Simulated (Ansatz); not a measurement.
A run of Ansatz (development build ahead of 0.2.0) on triplet N2O at this shape:

| atom | x (Å) | y (Å) | z (Å) |
| --- | --- | --- | --- |
| N | 0.1496 | 0.0171 | -0.0264 |
| N | 1.1614 | -0.1137 | -0.4172 |
| O | 0.3153 | 3.2846 | 0.5883 |

Its results:

```yaml
Converged: yes
Reference_energy: -183.57330 hartree
Correlation_energy: -0.40954 hartree
Total_energy: -183.98284 hartree
Spin_squared_of_the_determinant: 2.005
Stability_test: minimum
```

Forces (eV/Å):
| atom | Fx | Fy | Fz |
| --- | --- | --- | --- |
| N1 | -4.008 | 0.521 | 1.549 |
| N2 | 4.007 | -0.516 | -1.547 |
| O3 | 0.000 | -0.005 | -0.001 |

Task: Which input gives this output? Name the method, the orbitals and the basis set, and write the input.

Result: UHF-MP2 in def2-SVP.

```yaml
crystal:
  periodic: [false, false, false]
  atoms:
    - { symbol: "N", position_ang: [0.1496, 0.01713, -0.02639] }
    - { symbol: "N", position_ang: [1.16139, -0.11371, -0.41716] }
    - { symbol: O, position_ang: [0.31528, 3.28456, 0.58833] }
basis:
  gaussian: { orbitals: def2-SVP }
magnetization:
  spin_polarized: true
  initial_magnetization: 2
hamiltonian:
  xc: hf
correlation:
  method: mp2
  frozen_orbitals: { "N": 1, O: 1 }
output:
  forces: true
```

Caution: MP2 forces lie far from those of the mean fields.
